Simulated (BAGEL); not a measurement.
# UHF/aug-cc-pVDZ (density fitting with qzvpp-jkfit) run of C2H2F (SMILES C=[C]F)

Aim: the vertical ionisation energy of C2H2F at UHF/aug-cc-pVDZ (density fitting with qzvpp-jkfit), from 2 runs. 

The results are computed with BAGEL 1.2.2.

### 1 The system as given

The species is C2H2F (5 atoms), meant as a doublet with charge 0. As SMILES, `C=[C]F`. Geometry: relaxed at PBE0-D4/def2-TZVP.

Bond lengths: C1–C2 1.309 Å, C2–F3 1.302 Å, C1–H4 1.087 Å, C1–H5 1.080 Å. Angles: C1–C2–F3 130.3°, C2–C1–H4 120.7°, C2–C1–H5 119.9°, H4–C1–H5 119.4°.

### 2 The energy at UHF/aug-cc-pVDZ (density fitting with qzvpp-jkfit)

The input, hf.json:

```json
{ "bagel": [

{
  "title": "molecule",
  "basis": "aug-cc-pvdz.json",
  "df_basis": "qzvpp-jkfit",
  "angstrom": true,
  "geometry": [
    { "atom": "C", "xyz": [       0.488200,      -0.200400,       0.008400 ] },
    { "atom": "C", "xyz": [      -0.592700,       0.393700,       0.447100 ] },
    { "atom": "F", "xyz": [      -1.725600,       0.629500,      -0.148900 ] },
    { "atom": "H", "xyz": [       0.534700,      -0.590400,      -1.005400 ] },
    { "atom": "H", "xyz": [       1.345200,      -0.306200,       0.657500 ] }
  ]
},

{ "title": "uhf", "nopen": 1 },

{ "title": "print", "file": "orbitals.molden", "orbitals": true }

]}
```

The basis set aug-cc-pVDZ is read from a file made from the Basis Set Exchange's data (not shown).

Started as:

```bash
$ BAGEL_NUM_THREADS=1 BAGEL hf.json > hf.out
```

The program printed:

```text
* using 1 threads per process

  ===============================================================
  ===============================================================

  *** Geometry ***

  { "atom" : "C", "xyz" : [      0.922564,     -0.378701,      0.015874 ] },
  { "atom" : "C", "xyz" : [     -1.120041,      0.743985,      0.844897 ] },
  { "atom" : "F", "xyz" : [     -3.260911,      1.189583,     -0.281380 ] },
  { "atom" : "H", "xyz" : [      1.010437,     -1.115694,     -1.899931 ] },
  { "atom" : "H", "xyz" : [      2.542060,     -0.578634,      1.242495 ] },

  Number of auxiliary basis functions:      263

  Since a DF basis is specified, we compute 2- and 3-index integrals:
    o Being stored without compression. Storage requirement is 0.016 GB

  Number of basis functions:       87
  Number of electrons      :       23

    * METHOD: MOLECULE                             0.24

  *** Open-shell HF ***

  === Nuclear Repulsion ===
    60.9611397391

      * DIIS with orbital gradients will be used.

  === UHF iteration (aug-cc-pvdz.json) ===
      0       -176.06608022          0.03409721           0.13
      1       -176.20644781          0.02064478           0.15
      2       -176.24007680          0.01122031           0.13
      3       -176.25604187          0.00223411           0.12
      4       -176.25775079          0.00092661           0.10
      5       -176.25848920          0.00034836           0.12
      6       -176.25908650          0.00021166           0.12
      7       -176.25956132          0.00013866           0.11
      8       -176.26006714          0.00010992           0.11
      9       -176.26063481          0.00009769           0.12
     10       -176.26104318          0.00008164           0.15
     11       -176.26131927          0.00005684           0.16
     12       -176.26132569          0.00002380           0.12
     13       -176.26132678          0.00000599           0.12
     14       -176.26132709          0.00000330           0.12
     15       -176.26132712          0.00000152           0.11
     16       -176.26132713          0.00000069           0.10
     17       -176.26132716          0.00000029           0.10
     18       -176.26132716          0.00000010           0.10
     19       -176.26132716          0.00000004           0.11
     20       -176.26132716          0.00000002           0.10
     21       -176.26132716          0.00000001           0.10
    * SCF iteration converged.

    * S^2 (UHF) is 0.9259

    * Permanent dipole moment:
           (   -0.478276,     0.196036,     0.011757) a.u.

    * METHOD: UHF                                  2.92

    * METHOD: PRINT                                0.07

  ===============================================================
```

Run time: 3.9 s. Hardware: 1 thread of AMD EPYC, shared host; peak memory 0.08 GiB.

### 3 The singlet cation

The input, job.json:

```json
{ "bagel": [

{
  "title": "molecule",
  "basis": "aug-cc-pvdz.json",
  "df_basis": "qzvpp-jkfit",
  "angstrom": true,
  "geometry": [
    { "atom": "C", "xyz": [    0.488200,   -0.200400,    0.008400 ] },
    { "atom": "C", "xyz": [   -0.592700,    0.393700,    0.447100 ] },
    { "atom": "F", "xyz": [   -1.725600,    0.629500,   -0.148900 ] },
    { "atom": "H", "xyz": [    0.534700,   -0.590400,   -1.005400 ] },
    { "atom": "H", "xyz": [    1.345200,   -0.306200,    0.657500 ] }
  ]
},
{ "title": "hf", "charge": 1 },
{ "title": "print", "file": "orbitals.molden", "orbitals": true }

]}
```

The basis set aug-cc-pVDZ is read from a file made from the Basis Set Exchange's data (not shown).

Started as:

```bash
$ BAGEL_NUM_THREADS=1 BAGEL job.json > job.out
```

The program printed:

```text
* using 1 threads per process

  ===============================================================
  ===============================================================

  *** Geometry ***

  { "atom" : "C", "xyz" : [      0.922564,     -0.378701,      0.015874 ] },
  { "atom" : "C", "xyz" : [     -1.120041,      0.743985,      0.844897 ] },
  { "atom" : "F", "xyz" : [     -3.260911,      1.189583,     -0.281380 ] },
  { "atom" : "H", "xyz" : [      1.010437,     -1.115694,     -1.899931 ] },
  { "atom" : "H", "xyz" : [      2.542060,     -0.578634,      1.242495 ] },

  Number of auxiliary basis functions:      263

  Since a DF basis is specified, we compute 2- and 3-index integrals:
    o Being stored without compression. Storage requirement is 0.016 GB

  Number of basis functions:       87
  Number of electrons      :       23

    * METHOD: MOLECULE                             0.24

  *** RHF ***

  === Nuclear Repulsion ===
    60.9611397391

      * DIIS with orbital gradients will be used.

  === RHF iteration (aug-cc-pvdz.json) ===
      0       -175.65866807          0.02089521           0.06
      1       -175.76711161          0.01744616           0.08
      2       -175.86310023          0.00277221           0.07
      3       -175.86900665          0.00105847           0.07
      4       -175.87004227          0.00058975           0.07
      5       -175.87033878          0.00018763           0.07
      6       -175.87036709          0.00006599           0.08
      7       -175.87036972          0.00001467           0.05
      8       -175.87036987          0.00000431           0.05
      9       -175.87036988          0.00000199           0.04
     10       -175.87036989          0.00000079           0.06
     11       -175.87036989          0.00000021           0.06
     12       -175.87036989          0.00000008           0.06
     13       -175.87036989          0.00000005           0.05
     14       -175.87036989          0.00000004           0.05
     15       -175.87036989          0.00000003           0.07
     16       -175.87036989          0.00000002           0.05
     17       -175.87036989          0.00000001           0.06
    * SCF iteration converged.

    * Permanent dipole moment:
           (   -1.116960,     0.292163,    -0.424981) a.u.

    * METHOD: HF                                   1.33

    * METHOD: PRINT                                0.06

  ===============================================================
```

Run time: 2.2 s. Hardware: 1 thread of AMD EPYC, shared host; peak memory 0.08 GiB.

### 4 Results

At UHF/aug-cc-pVDZ (density fitting with qzvpp-jkfit):

| quantity | value |
| --- | --- |
| doublet C2H2F: total energy | -176.26133 Eh |
| doublet C2H2F: dipole moment | 1.31 D |
| doublet C2H2F: ⟨S²⟩ | 0.926 |
| singlet cation: total energy | -175.87037 Eh |
| singlet cation: HOMO energy | -19.49 eV |
| singlet cation: LUMO energy | -8.56 eV |
| singlet cation: HOMO–LUMO gap | 10.93 eV |
| vertical ionisation energy (to the singlet cation) | 10.638 eV |

Removing an electron at fixed nuclei costs 10.64 eV (1026 kJ/mol). ⟨S²⟩ (doublet C2H2F) is 0.93 where a pure doublet has 0.75: the reference is spin-contaminated.
